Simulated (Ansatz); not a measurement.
Process, species as SMILES: FC=C → [CH-]=CF + H+
B3LYP-D3(BJ)/def2-TZVP geometries, fixed; electronic energies without zero-point terms.

Basis-set convergence of the deprotonation energy at HF with Ansatz (a first-principles code). Cartesian d functions, on some or all atoms, in 6-31G*; all else is spherical. The proton leaves the site shown, which need not be the most acidic. No added dispersion term, no relativity. Functions are those of the species that has most. Reference: the value in aug-pcseg-3, 410.35 kcal/mol, itself unsure by roughly 0.14 kcal/mol (its mean distance from aug-cc-pVQZ, def2-QZVPPD). Deviations are taken from unrounded values.

```tsv
basis	functions	deprotonation energy (kcal/mol)	minus reference (kcal/mol)
3-21G	33	426.79	16.44
def2-SV(P)	48	416.72	6.37
6-31G*	51	424.74	14.39
cc-pVDZ	57	418.51	8.15
pcseg-1	57	413.17	2.81
6-311+G**	84	408.44	-1.92
def2-SVPD	87	410.38	0.03
aug-pcseg-1	96	407.31	-3.04
6-311++G(2d,2p)	111	409.40	-0.96
def2-TZVP	111	412.31	1.96
cc-pVTZ	132	415.15	4.80
pcseg-2	132	411.56	1.20
def2-TZVPP	135	412.50	2.15
jun-cc-pV(T+d)Z	159	409.87	-0.48
def2-TZVPPD	165	410.52	0.16
def2-QZVPP	261	411.18	0.83
pcseg-3	279	410.57	0.21
def2-QZVPPD	291	410.43	0.07
```
